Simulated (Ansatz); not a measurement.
Worked example: B–NH₂, triplet against B–NH2, singlet

Geometry (PBE0/def2-TZVP stationary point of a singlet), kept for both states (B–NH2, singlet: A1; B–NH2, triplet: B2):

| atom | x (Å) | y (Å) | z (Å) |
| --- | --- | --- | --- |
| B | 0.0000 | 0.0000 | 0.8600 |
| N | 0.0000 | 0.0000 | -0.5115 |
| H | 0.0000 | 0.8509 | -1.0580 |
| H | 0.0000 | -0.8509 | -1.0580 |

Basis 6-31G; Ansatz 0.2.0. Only valence electrons are correlated (noble-gas cores frozen). Prefix R: restricted or restricted open-shell reference.

Full CI is exact within this basis and frozen core; it isn't the basis-set limit.

```
   level  E(B–NH2, singlet) (hartree)  E(B–NH2, triplet) (hartree)
RCCSD(T)                   -80.386167                   -80.324914
     PBE                   -80.594146                   -80.535636
   B3LYP                   -80.713245                   -80.647235
 full CI                   -80.387128                   -80.325716
```

Question: Give the vertical gap, B–NH2 triplet less B–NH2 singlet, at each level in eV (1 hartree = 27.2114 eV), and each error against full CI.

Answer: full CI: (-80.325716 − (-80.387128)) × 27.2114 = 1.671 eV (the reference)
B3LYP: (-80.647235 − (-80.713245)) × 27.2114 = 1.796 eV, error 0.125 eV
PBE: (-80.535636 − (-80.594146)) × 27.2114 = 1.592 eV, error -0.079 eV
RCCSD(T): (-80.324914 − (-80.386167)) × 27.2114 = 1.667 eV, error -0.004 eV

Total energies of functionals can't be set beside those of wave-function methods, since they hold the core's correlation and their own absolute errors; only the differences compare.

The set has no polarisation functions, so the order and spacing of states can differ from the basis-set limit.

In so small a basis the reference is far from its limit while semilocal and hybrid functionals are nearer theirs, so the functionals' errors here hold much of the reference's basis and frozen-core error, which can add to them or hide them.

Each level lands on the state that its own search finds. T1 diagnostics of restricted CCSD: 0.016 and 0.028.
